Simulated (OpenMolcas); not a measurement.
# SiH3Cl (chlorosilane): levels of theory compared

Wanted: a comparison of 5 runs (HF/STO-3G, B3LYP/6-31G*, BLYP/def2-SVP, PBE0/def2-SVP, BP86/aug-cc-pVDZ) of SiH3Cl (chlorosilane). 

Program for the calculation: OpenMolcas 26.06.

5 further runs of the same task are left out: 2 that didn't finish, 3 set aside as unsound or not needed.

### Step 1. The system as given

SiH3Cl has 5 atoms, charge 0, and is taken as a singlet. As SMILES, `[SiH3]Cl`. Geometry: relaxed at PBE0-D4/def2-TZVP.

Bond lengths: Si1–Cl2 2.054 Å, Si1–H3 1.481 Å, Si1–H4 1.481 Å, Si1–H5 1.481 Å. Angles: Cl2–Si1–H3 108.5°, Cl2–Si1–H4 108.5°, Cl2–Si1–H5 108.5°, H3–Si1–H4 110.4°, H3–Si1–H5 110.4°, H4–Si1–H5 110.4°.

### Step 2. Energy and forces at HF/STO-3G (run 1)

Contents of mol.xyz:

```xyz
5

Si    -0.112000     0.018600    -0.030900
Cl     1.838300    -0.513500     0.329900
H     -0.950900    -0.488300     1.079100
H     -0.534700    -0.585700    -1.314900
H     -0.190800     1.495400    -0.104700
```

Contents of mol.inp:

```
* ClH3Si Hartree-Fock
&GATEWAY
BasLib=$CurrDir
Coord=mol.xyz
Basis=STO-3G
Group=NoSym
&SEWARD
&SCF
Thresholds=1e-10 1e-07 1e-07 1e-05
PrOrbitals=1 1
&ALASKA
```

The basis set STO-3G is read from a file made from the Basis Set Exchange's data (not shown).

On the command line:

```bash
export MOLCAS_MEM=1860
pymolcas mol.inp > mol.log
```

Standard output:

```text
--- Start Module: gateway ---
[...]
--- Stop Module: gateway /rc=_RC_ALL_IS_WELL_ ---
[...]
      Basis functions           21
[...]
--- Start Module: scf ---
[...]
       Convergence after   8 Iterations
[...]
::    Total SCF energy                               -741.9721812868
[...]
      Total spin, S                                     0.0000000000
[...]
      Total electronic charge=   34.000000
      Total            charge=   -0.000000
[...]
      Dipole Moment (debye):
      Origin of the operator (angstrom)=    0.9013   -0.2579    0.1566
                   X= -2.6985E+00               Y=  7.3633E-01               Z= -4.9936E-01           Total=  2.8413E+00
      Quadrupole Moment (debye*angstrom):
[...]
--- Stop Module: scf /rc=_RC_ALL_IS_WELL_ ---
--- Start Module: alaska ---
[...]
 *              Molecular gradients               *
 **************************************************
  Irreducible representation: a
 ------------------------------------------------------------------------------------------
                              X                       Y                       Z
 ------------------------------------------------------------------------------------------
  SI1               4.66534049900229E-02   -1.27106296874882E-02    8.58309165623128E-03
  CL2              -1.59914668761552E-02    4.36071391537940E-03   -2.95451368972444E-03
  H3               -1.82391238201833E-02   -1.00694302201259E-02    2.24939514680780E-02
  H4               -9.72221783278648E-03   -1.20409101897094E-02   -2.64140492967053E-02
  H5               -2.70059646091259E-03    3.04602561819447E-02   -1.70848013787850E-03
 ------------------------------------------------------------------------------------------
--- Stop Module: alaska /rc=_RC_ALL_IS_WELL_ ---
[...]
```

It took 1.1 s on 1 thread of Intel Xeon 6975P-C (Granite Rapids), shared host; peak memory 0.37 GiB.

### Step 3. Energy and forces at B3LYP/6-31G(d) (Cartesian functions) (run 2)

mol.xyz is that of step 2.

Contents of job.input:

```
* ClH3Si Kohn-Sham DFT
&GATEWAY
BasLib = $CurrDir
Coord = mol.xyz
Basis = 6-31Gs
Group = NoSym
&SEWARD
GridInput
Grid=UltraFine
End of Grid
&SCF
KSDFT = B3LYP
Thresholds = 1e-10 1e-07 1e-07 1e-05
PrOrbitals = 1 1
&ALASKA
```

The basis set 6-31G* is read from a file made from the Basis Set Exchange's data (not shown).

On the command line:

```bash
export MOLCAS_MEM=1860
pymolcas job.input > job.log
```

Standard output:

```text
--- Start Module: gateway ---
[...]
--- Stop Module: gateway /rc=_RC_ALL_IS_WELL_ ---
[...]
      Basis functions           44
[...]
--- Start Module: scf ---
[...]
       Convergence after  11 Iterations
[...]
::    Total KS-DFT energy                            -751.5308350237
[...]
      Total spin, S                                     0.0000000000
[...]
      Total electronic charge=   34.000000
      Total            charge=   -0.000000
[...]
      Dipole Moment (debye):
      Origin of the operator (angstrom)=    0.9013   -0.2579    0.1566
                   X= -1.5953E+00               Y=  4.3537E-01               Z= -2.9535E-01           Total=  1.6799E+00
      Quadrupole Moment (debye*angstrom):
[...]
--- Stop Module: scf /rc=_RC_ALL_IS_WELL_ ---
[...]
--- Start Module: alaska ---
[...]
 *              Molecular gradients               *
 **************************************************
  Irreducible representation: a
 ------------------------------------------------------------------------------------------
                              X                       Y                       Z
 ------------------------------------------------------------------------------------------
  SI1               6.97241694832229E-03   -1.89086640598779E-03    1.25269398140748E-03
  CL2              -8.87594145801884E-03    2.41987598578230E-03   -1.63918553195286E-03
  H3                6.91663459128744E-04   -7.80648541216511E-05   -6.26444599003406E-05
  H4                6.35996278759432E-04   -4.84986323363579E-05    3.30447623636321E-04
  H5                5.75864771840573E-04   -4.02446093343833E-04    1.18688386817500E-04
 ------------------------------------------------------------------------------------------
--- Stop Module: alaska /rc=_RC_ALL_IS_WELL_ ---
[...]
```

Wall time 6 s (1 thread of Intel Xeon 6975P-C (Granite Rapids), shared host); peak memory 0.38 GiB.

Runs 3 to 4 aren't shown in full; the table further down has their settings and results.

### Step 4. Energy and gradient at BP86/aug-cc-pVDZ (run 5)

Contents of calc.inp:

```
>>> EXPORT MOLCAS_PRINT=2

&GATEWAY
 BasLib=$CurrDir
 Coord
 5
 angstrom
 Si      -0.112000       0.018600      -0.030900
 Cl       1.838300      -0.513500       0.329900
 H       -0.950900      -0.488300       1.079100
 H       -0.534700      -0.585700      -1.314900
 H       -0.190800       1.495400      -0.104700
 Basis=aug-cc-pVDZ
 Group=NoSym

&SEWARD
 GridInput
 Grid=UltraFine
 End of Grid

&SCF
 KSDFT=2
 1.0 GGA_X_B88
 1.0 GGA_C_P86
 Thresholds=1e-10 1e-07 1e-07 1e-05
 PrOrbitals=1 2

&ALASKA
```

The basis set aug-cc-pVDZ is read from a file made from the Basis Set Exchange's data (not shown).

On the command line:

```bash
export MOLCAS_MEM=1860
pymolcas calc.inp > calc.log
```

Standard output:

```text
--- Start Module: gateway ---
[...]
--- Stop Module: gateway /rc=_RC_ALL_IS_WELL_ ---
[...]
      Basis functions           81
[...]
--- Start Module: scf ---
[...]
       Convergence after  12 Iterations
[...]
::    Total KS-DFT energy                            -751.6014741647
[...]
      Total spin, S                                     0.0000000000
[...]
      Total electronic charge=   34.000000
      Total            charge=   -0.000000
[...]
      Dipole Moment (debye):
      Origin of the operator (angstrom)=    0.9013   -0.2579    0.1566
                   X= -1.2466E+00               Y=  3.4021E-01               Z= -2.3079E-01           Total=  1.3127E+00
      Quadrupole Moment (debye*angstrom):
[...]
--- Stop Module: scf /rc=_RC_ALL_IS_WELL_ ---
[...]
--- Start Module: alaska ---
[...]
 *              Molecular gradients               *
 **************************************************
  Irreducible representation: a
 ------------------------------------------------------------------------------------------
                              X                       Y                       Z
 ------------------------------------------------------------------------------------------
  SI1               1.19951007242296E-02   -3.26312339514612E-03    2.18334754710670E-03
  CL2              -1.82297540741914E-02    4.97201325004770E-03   -3.36973816658714E-03
  H3                4.00275868948619E-03    2.52245848577215E-03   -5.47491496473818E-03
  H4                1.96437192290855E-03    3.01662950609982E-03    6.31829425838148E-03
  H5                2.67522737633641E-04   -7.24797784676756E-03    3.43011325853515E-04
 ------------------------------------------------------------------------------------------
--- Stop Module: alaska /rc=_RC_ALL_IS_WELL_ ---
[...]
```

Wall time 14 s (1 thread of Intel Xeon 6975P-C (Granite Rapids), shared host); peak memory 0.45 GiB.

### Step 5. All runs side by side

| run | level | Cartesian functions | integration grid | energy (Eh) | dipole moment (D) | HOMO energy (eV) | LUMO energy (eV) | wall time |
| --- | --- | --- | --- | --- | --- | --- | --- | --- |
| 1 | HF/STO-3G | no | – | -741.972181 | 2.84 | -10.15 | 9.58 | 1.1 s |
| 2 | B3LYP/6-31G* (Cartesian functions) | yes | UltraFine | -751.530835 | 1.68 | -8.66 | -0.25 | 6 s |
| 3 | BLYP/def2-SVP | no | UltraFine | -751.270085 | 1.14 | -7.22 | -0.37 | 6.6 s |
| 4 | PBE0/def2-SVP | no | UltraFine | -751.013593 | 1.37 | -8.87 | 0.32 | 6 s |
| 5 | BP86/aug-cc-pVDZ | no | UltraFine | -751.601474 | 1.31 | -7.76 | -1.21 | 14 s |

### Step 6. Outcome

| quantity | value |
| --- | --- |
| run 5: total energy | -751.60147 Eh |
| run 5: dipole moment | 1.31 D |
| run 5: HOMO energy | -7.76 eV |
| run 5: LUMO energy | -1.21 eV |
| run 5: HOMO–LUMO gap | 6.55 eV |
| run 5: largest force on an atom | 0.987 eV/Å |

What this shows: The dipole moment (its size) runs from 1.14 D (BLYP/def2-SVP) to 2.84 D (HF/STO-3G). The two ends differ in method and basis. The HOMO–LUMO gap runs from 6.55 eV (BP86/aug-cc-pVDZ) to 19.73 eV (HF/STO-3G). Totals of different functionals can't be ranked against each other. In run 1 the basis is minimal, so the values are rough. All runs together took 34 s, the longest 14 s.
